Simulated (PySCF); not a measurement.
Gas-phase reaction: 2 HBNH + BCl₃ + 4 HCl → 2 BCl₃.NH₃ + BH₂Cl

Method: PySCF energies plus ideal-gas RRHO corrections (1 bar). † marks an energy on the PBE0/def2-TZVP geometry and frequencies; other levels use their own. MP2 and CCSD(T) freeze the core. 6-31G* has spherical d functions here. All species are closed-shell singlets. Adducts (BCl₃.NH₃) have no counterpoise correction, and HF, PBE, BLYP, B3LYP and PBE0 lack dispersion. HBNH, BCl₃.NH₃, BH₂Cl: computed as isolated molecules; such fragments, hydroxides, amides, oligomers or adducts are transient or little studied in the gas. MP2 isn't extrapolated to the basis-set limit; its ΔH°(298 K) is -528.8 kJ in def2-SVP and -519.9 kJ in def2-TZVPP. CCSD(T) isn't extrapolated to the basis-set limit; its ΔH°(298 K) is -502.6 kJ in def2-SVP and -491.3 kJ in def2-TZVPP. The harmonic model lacks anharmonicity and excited electronic states, which grow with temperature; levels with a mode under 35 cm⁻¹ are left out. Internal rotation in BCl₃.NH₃ is treated as a harmonic vibration of one conformer, which makes the entropy rough.

```tsv
level	ΔE electronic, kJ	ΔH°(298 K), kJ	ΔS°(298 K), J/K	ΔG°(2000 K), kJ
CCSD(T)/def2-SVP†	-568	-503	-561	621
HF/6-31G*	-605	-533	-563	600
MP2/def2-TZVPP†	-586	-520	-561	604
PBE0/def2-QZVP†	-588	-522	-561	601
LDA/def2-TZVP†	-695	-629	-561	495
ωB97X-V/def2-TZVP†	-606	-540	-561	584
```
ΔH° is lowest at LDA/def2-TZVP† and highest at CCSD(T)/def2-SVP†. No reference value is set beside these.
